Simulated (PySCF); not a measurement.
## Unknown compound

The spectra below were simulated for a compound C₄H₇ClO.

¹H NMR (500 MHz, computed): δ 6.36 (d, 1H), 5.96 (m, 1H), 4.10 (d, 2H), 3.59 (s, 3H).

¹³C{¹H} NMR (computed): δ 136.6 (CH), 131.0 (CH), 76.1 (CH2), 61.4 (CH3).

[PySCF 2.14: geometry from GFN2-xTB; shielding tensors at PBE0/pcSseg-1 (GIAO); isolated molecule; a single conformation; one averaged value for each set of equivalent atoms; non-relativistic Hamiltonian]

Referencing at the same level of theory: TMS for ¹H, ¹³C.

Question: Which candidate is it?
A. COC/C=C/Cl
B. CC(C)C(=O)Cl
C. CO[C@@H]1C[C@H]1Cl
D. CO/C=C\CCl

Answer: A. 

- The formula gives 1 degree of unsaturation (no ring in the answer).
- 4 carbon signals for 4 carbons: no two carbons are equivalent.
- Carbon types of the structure: 2 × CH, 1 × CH2, 1 × CH3, which accounts for all hydrogens.
- δC 136.6, 131.0: alkene CH; the olefinic region.
- δC 76.1: allylic sp3 CH2 bonded to O; pulled downfield by the heteroatom.
- δC 61.4: methyl carbon bonded to O; pulled downfield by the heteroatom.
- δH 4.10: hydrogen on an allylic sp3 CH2 bonded to O; its carbon carries O, an electronegative neighbour.
- δH 3.59: hydrogen on a methyl carbon bonded to O; its carbon carries O, an electronegative neighbour.

The others: CO/C=C\CCl has carbons computed at 156.5, 110.8, 60.4, 43.4; CC(C)C(=O)Cl would give 3 carbon signals, not 4; CO[C@@H]1C[C@H]1Cl would give 5 signals for carbon-bound and other non-exchanging H, not 4.

Carbons that carry Cl, above all several Cl atoms, come out too deshielded, partly because spin–orbit coupling is missing. Shifts are as computed. Against solution values, carbons near 30 ppm lie about +3 ppm off and those near 130 ppm about +5 ppm; carbons on Cl a further +6 ppm. Of 1309 compounds with measured shifts, 239 miss one by over three times the rms of a fit or turn the order of signals round; such compounds aren't used in these exercises. Multiplicities follow the n + 1 count of equivalent neighbours, as no J values were calculated; m marks all less simple cases, F and P coupling included.
